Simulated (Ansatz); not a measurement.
**C2H5N: small, medium and large basis sets**

An exercise on one series of results from a longer session: the logs are not shown, and one member is left open.

The runs use Ansatz 0.2.0, Gaussian basis; one geometry, several basis sets.

Plan: PBE0-D4/def2-SVP; ωB97M-V/def2-SVP; PBE0-D4/def2-QZVPP; ωB97M-V/def2-QZVPP; CCSD(T)/cc-pV(D+d)Z; CCSD(T)/cc-pV(T+d)Z; CCSD(T)/cc-pV(Q+d)Z; the functionals' def2-TZVPP values are taken from earlier runs.

### Structure used throughout

All runs share one geometry, relaxed beforehand with PBE0-D4 in a triple-zeta def2 set.

8 atoms, charge 0, spin multiplicity 1.

Atoms are counted from 1 here; the program's logs count them from 0.

Bond lengths: C1–C2 1.493 Å, C1–H4 1.094 Å, C1–H5 1.092 Å, C1–H6 1.094 Å, C2–N3 1.263 Å, C2–H7 1.095 Å, N3–H8 1.023 Å. Angles: C2–C1–H4 110.3°, C2–C1–H5 111.6°, C2–C1–H6 110.3°, H4–C1–H5 109.0°, H4–C1–H6 106.6°, H5–C1–H6 109.0°, C1–C2–N3 127.9°, C1–C2–H7 115.5°, N3–C2–H7 116.6°, C2–N3–H8 110.6°.

The first run:

in.yaml reads:

```yaml
crystal:
  periodic: [false, false, false]
  atoms:
    - {symbol: C, position_ang: [-0.471237, 0.591918, -0.316012]}
    - {symbol: C, position_ang: [0.663095, -0.171006, 0.284328]}
    - {symbol: N, position_ang: [0.697827, -1.394971, 0.593586]}
    - {symbol: H, position_ang: [-0.168376, 1.032767, -1.270717]}
    - {symbol: H, position_ang: [-1.342334, -0.045425, -0.480240]}
    - {symbol: H, position_ang: [-0.756718, 1.422792, 0.336430]}
    - {symbol: H, position_ang: [1.571915, 0.409661, 0.476491]}
    - {symbol: H, position_ang: [-0.194161, -1.845738, 0.376134]}
basis:
  gaussian: {orbitals: def2-SVP}
hamiltonian: {xc: pbe0, dispersion: d4}
output: {orbitals: {seedname: orbitals}}
```

On the command line:

```console
$ ansatz run in.yaml --threads 2 --pin off --events-out ev --progress --plain --max-ram 32768MiB --backend cpu
```

Among the steps run: PBE0-D4 in def2-SVP; ωB97M-V in def2-SVP; PBE0-D4 in def2-QZVPP; ωB97M-V in def2-QZVPP.

One of the session's tables, all rows but one given; the rest of the session is left out.

It belongs to the step «Functionals by basis». 

| functional | basis | HOMO (eV) | LUMO (eV) |
| --- | --- | --- | --- |
| PBE0-D4 | def2-SVP | -7.32 | 0.30 |
| PBE0-D4 | def2-TZVPP | ? | ? |
| PBE0-D4 | def2-QZVPP | -7.59 | -0.06 |
| ωB97M-V | def2-SVP | -9.72 | 2.69 |
| ωB97M-V | def2-TZVPP | -9.97 | 2.32 |
| ωB97M-V | def2-QZVPP | -10.01 | 1.90 |

Estimate the missing values for PBE0-D4, def2-TZVPP.

**Answer.** HOMO (eV): -7.56; LUMO (eV): 0.03. In the column «HOMO (eV)» it lies between PBE0-D4, def2-QZVPP (-7.59) and PBE0-D4, def2-SVP (-7.32).
